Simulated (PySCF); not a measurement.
Level of theory: PBE-D3(BJ)/def2-TZVP // PBE-D3(BJ)/def2-SVP run with PySCF. Gas-phase values, no solvent. Delta-SCF ions had no search for a lower state. 

Reference species (SMILES): `CC#N` (neutral, multiplicity 1).

```yaml
S1 oscillator strength: 0.000
vertical ionisation energy (Delta-SCF): 12.00 eV
```

Changed species: `CO` (free base CH3OH; the reference has free base CH3CN).

Question: Predict the effect on the S1 oscillator strength and vertical ionisation energy (Delta-SCF).

Answer: the S1 oscillator strength is nearly the same; the vertical ionisation energy (Delta-SCF) drops by 1.38 eV, to 10.62 eV.
